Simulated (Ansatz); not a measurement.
# Be2H+ (singlet): from Hartree-Fock to the top rungs, aug-cc-pVDZ

Aim: climb from Hartree-Fock through coupled cluster for Be2H+ (singlet) at one geometry and basis, and see what each rung misses.

The runs use Ansatz 0.2.0, Gaussian basis; aug-cc-pVDZ, core rule «outside noble gas», up to 2 orbitals frozen.

The runs, in order: UHF; CCSD(T) on RHF; BCCD(T) on RHF; CISD; CCSDT(Q) on RHF; Full CI.

28 further runs of the same task are left out: 7 for a known fault of the program, 9 that didn't finish, 12 set aside as unsound or not needed.

## Step 1: The system

The geometry is a PBE0/def2-TZVP stationary point (not a proven minimum) of the parent state, kept for this charge and spin.

3 atoms, charge 1, spin multiplicity 1.

Atoms are counted from 1 here; the program's logs count them from 0.

Bond lengths: Be1–H3 1.348 Å.

## Step 2: UHF

Input file in.yaml:

```yaml
crystal:
  periodic: [false, false, false]
  atoms:
    - {symbol: Be, position_ang: [0.000000, 0.000000, 0.266601]}
    - {symbol: Be, position_ang: [0.000000, 0.000000, -1.881688]}
    - {symbol: H, position_ang: [0.000000, 0.000000, 1.615087]}
basis:
  gaussian: {orbitals: aug-cc-pVDZ}
total_charge: 1
magnetization: {spin_polarized: true, initial_magnetization: 0}
hamiltonian: {xc: hf}
output: {orbitals: {seedname: orbitals}}
```

Launch:

```
$ ansatz run in.yaml --threads 1 --pin off --events-out ev --progress --plain --max-ram 2393MiB
```

After this run come: CCSD(T) on RHF; BCCD(T) on RHF; CISD; CCSDT(Q) on RHF; Full CI.

Before running them: what should the planned runs give, taken together? Wanted: FCI below the RHF energy; RMP2 from FCI; RCCSD from FCI; RCCSD(T) from FCI; RCCSDT(Q) from FCI; T1 diagnostic; effectively unpaired electrons.

**Answer**, as computed:

```
                         quantity                                        value
         FCI below the RHF energy                                   -2.0761 eV
                    RMP2 from FCI                                   +632.0 meV
                   RCCSD from FCI                                    +28.0 meV
                RCCSD(T) from FCI                                     +7.8 meV
               RCCSDT(Q) from FCI                                     +0.2 meV
levels within 1 kcal/mol (43 meV)  RCCSD, RCCSD(T), BCCD(T), RCCSDT, RCCSDT(Q)
                    T1 diagnostic                                        0.018
   effectively unpaired electrons                                         0.08
```

What this shows: RCCSD(T) lands +7.8 meV from the yardstick (0.4 % of the correlation energy). One determinant dominates. These misses are within one basis, not against nature.
